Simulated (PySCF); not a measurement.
# C3H6OS: the cost of one run

Computed with PySCF 2.14.0, with density-fitted response routines of our own, on a single molecule in the gas phase. Atoms are numbered from 0 throughout.

## Step 1: The molecule as given

11 atoms, charge 0, multiplicity 1; geometry from: MMFF94s. The atoms were then displaced at random by about 0.03 Å, so the start is not that level's minimum.

Bonds of the start (Å): C0–O1 1.42, O1–C2 1.30, C2–C3 1.53, C2–S4 1.68, C0–H5 1.21, C0–H6 1.05, C0–H7 1.08, C3–H8 1.19, C3–H9 1.06, C3–H10 1.01.

## Step 2: Geometry optimisation at PBE0-D3(BJ)/def2-SVP

What the job is given:

```
{"job": {"xc": "PBE0", "basis": "def2-SVP", "d3": "d3bj", "grid": 1, "shake": 0.03, "kind": "geom"}, "charge": 0, "multiplicity": 1}
C     -1.325340     0.214050    -0.640450
O     -0.489850     1.142080     0.029750
C      0.625080     0.672370     0.498650
C      1.134850    -0.758210     0.342660
S      1.654730     1.757890     1.272700
H     -2.260960     0.904610    -0.963860
H     -1.707190    -0.509880     0.012670
H     -0.872790    -0.104370    -1.566940
H      0.276900    -1.375680     0.897350
H      1.083820    -1.019440    -0.680480
H      1.978810    -1.008920     0.828860
```

The run is started by

```console
OMP_NUM_THREADS=1 python probes_run.py task.json out
```

The driver reads the jobs from task.json and runs them one after another.

Q: Estimate the wall time and peak memory of this first job on 1 thread of Arm Neoverse V1, shared host.

About 24 s, with a peak of 0.43 GiB.
